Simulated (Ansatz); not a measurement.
Compare A (`C[C@@H]1O[C@H]1C`) with its isomer B (`C=CCCO`).

Isolated molecules relaxed with PBE0-D4/def2-TZVP in Ansatz; ΔE leaves out vibrations. CCSD(T)/CBS is the MP2 limit (def2-TZVPP, def2-QZVPP) plus CCSD(T) − MP2 in def2-TZVPP, frozen cores. Functionals use def2-TZVPP. B3LYP here is the variant with VWN-RPA as its local correlation; programs differ in this. Each species was taken in one conformer, which may not be the lowest.

Task: Which is lower in electronic energy at CCSD(T)/CBS, and by how much? (An estimate is asked.)

Result: The calculation gave: B, by 4.3 kcal/mol.

Task: Give E(B) − E(A) in kcal/mol with HF/def2-TZVPP, B3LYP-D4, r2SCAN-D4, PBE0-D4, PBE-D4, B3LYP, ωB97M-V. (Best estimate.)

Result: Ansatz gave: HF/def2-TZVPP -5.2, B3LYP-D4 -4.0, r2SCAN-D4 -0.3, PBE0-D4 0.0, PBE-D4 0.0, B3LYP -3.2, ωB97M-V -2.3. None reverses the order clearly.

Largest T1 diagnostic: 0.011.

In def2-TZVPP, CCSD(T) changes the Hartree–Fock value by +1.6 kcal/mol (the triples alone add +0.1 kcal/mol) and MP2 by +3.5 kcal/mol. The D4 term adds −0.8 kcal/mol with B3LYP and −0.4 kcal/mol with PBE0; it sums over pairs of atoms, weighted by their polarisabilities, and B3LYP, whose exchange is more repulsive, gets the larger term.
